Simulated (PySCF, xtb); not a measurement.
Na₂, SMILES [Na][Na].

xtb with GFN2-xTB at its own geometry gives an orbital gap of 2.41 eV and a dipole moment of 0.00 D.

Geometry optimised at PBE-D3(BJ)/def2-TZVPD.

Task: What does PBE/def2-TZVPD in PySCF give? (The exact figures need the calculation; the answer reports its results.)

Result: gap 1.33 eV (levels -3.14 and -1.80 eV), dipole 0.00 D.
